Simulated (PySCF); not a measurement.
C₂H₇N, SMILES NCC.

Geometry: B3LYP-D3(BJ)/def2-TZVP. One conformer was computed; it need not be the lowest.

Method: r2SCAN/def2-TZVPD (PySCF).

```yaml
total_energy: -135.13888 hartree
highest_occupied_level: -5.66 eV
lowest_empty_level: 0.53 eV
orbital_gap: 6.18 eV
dipole_moment: 0.257 e·Å
quadrupole, principal values (traceless, Buckingham form, about the centre of nuclear charge): -4.52, 1.56, 2.96 D·Å
mean_static_polarisability: 38.5 bohr³ (5.70 Å³)
polarisability_principal_values: 35.2, 37.9, 42.4 bohr³
```
